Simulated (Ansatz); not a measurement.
Cartesian coordinates in Å:
```
C -0.707 2.072 0.492
C -0.777 1.033 1.314
C 0.321 0.053 1.517
S -0.126 -1.601 0.917
C -0.339 -1.285 -0.847
C 0.946 -0.998 -1.596
H -1.543 2.749 0.359
H 0.196 2.287 -0.072
H -1.697 0.833 1.858
H 0.524 -0.101 2.580
H 1.249 0.388 1.048
H -0.815 -2.193 -1.225
H -1.058 -0.470 -0.968
H 0.745 -0.869 -2.663
H 1.421 -0.082 -1.240
H 1.660 -1.815 -1.475
```

The species carries charge 0 and has multiplicity 1.

**Question.** List the ωB97M-V/def2-TZVPP orbital energies in eV (Ansatz 0.2.0). (Estimate.)

**Answer.** Ansatz gave: Occupied: -2426.48, -282.22, -282.03, -281.73, -281.39, -281.25, -220.42, -163.55, -163.46, -163.31, -25.87, -24.60, -22.99, -21.12, -19.10, -18.17, -16.12, -15.52, -14.93, -14.42, -13.59, -13.49, -12.86, -12.40, -12.00, -10.82, -9.84, -8.56. Lowest empty: 2.07, 2.73, 2.94, 3.40, 3.79, 4.09, 4.30, 4.53.
